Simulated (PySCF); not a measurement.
**Mayer bond orders and bond lengths**

Species: C₄H₇O₂ (charge +1).
Numbering: `[CH3:1][C+:2]1[O:3][CH2:4][CH2:5][O:6]1` (hydrogens: H7, H8, H9 on C1; H10, H11 on C4; H12, H13 on C5)

Geometry (PBE0-D3(BJ)/def2-SVP, Å), atoms numbered from 1 in this order:
```xyz
13
C4H7O2 angstrom
C      2.085    0.266   -0.390
C      0.660    0.086   -0.111
O      0.203   -0.954    0.473
C     -1.245   -0.857    0.592
C     -1.541    0.497   -0.062
O     -0.213    0.953   -0.450
H      2.248    0.084   -1.467
H      2.372    1.308   -0.188
H      2.684   -0.442    0.194
H     -1.672   -1.722    0.068
H     -1.486   -0.912    1.662
H     -1.957    1.252    0.618
H     -2.146    0.442   -0.975
```

Bond orders from the PBE0/pcSseg-1 density (PySCF). Isolated species at its PBE0-D3(BJ)/def2-SVP geometry, gas phase.

(1) How far do the computed orders between heavy atoms stray from the drawn ones?

(2) Give the Mayer order of every bond, beside its length.

Answers

(1) The largest departure is 0.334, at C2–O3 (drawn single, 1.334). Drawn single, order above 1.12: C2–O3 (1.334) and O6–C2 (1.327). Drawn single, order below 0.88: O3–C4 (0.797) and C5–O6 (0.798). The SMILES, with its formal charges, is one Lewis structure only.

(2) 
| bond | drawn as | length (Å) | Mayer order |
| --- | --- | --- | --- |
| C1–C2 | single | 1.464 | 1.046 |
| C2–O3 | single | 1.276 | 1.334 |
| O3–C4 | single | 1.456 | 0.797 |
| C4–C5 | single | 1.533 | 1.048 |
| C5–O6 | single | 1.456 | 0.798 |
| O6–C2 | single | 1.277 | 1.327 |
| C1–H7 | single | 1.104 | 0.895 |
| C1–H8 | single | 1.099 | 0.915 |
| C1–H9 | single | 1.096 | 0.930 |
| C4–H10 | single | 1.097 | 0.931 |
| C4–H11 | single | 1.097 | 0.932 |
| C5–H12 | single | 1.097 | 0.932 |
| C5–H13 | single | 1.097 | 0.932 |

By pair of heavy elements: C–C: all 2 within 0.02 of one another (1.046 to 1.048). C–O: lowest O3–C4 and C5–O6 (0.797, 1.456 Å), highest C2–O3 (1.334, 1.276 Å). Bonds named together lie within 0.004.

Q: Sum the orders of all bonds at each heavy atom with more than one neighbour and set the sums beside the valence in the SMILES.

A: C1 3.786 (drawn 4), C2 3.707 (drawn 3), O3 2.131 (drawn 2), C4 3.708 (drawn 4), C5 3.710 (drawn 4), O6 2.125 (drawn 2). Orders between atoms that aren't bonded are not in these sums.

The Mayer order sums products of elements of PS (density times overlap matrix) between the two atoms' basis functions, so it depends on the basis set.

The run behind these numbers computed NMR shieldings as well. On one thread, Arm Neoverse V1 (aarch64), no GPU, on a shared host, this took 22 s wall (with the writing of density and orbital grids) and 0.70 GiB of memory at its peak.
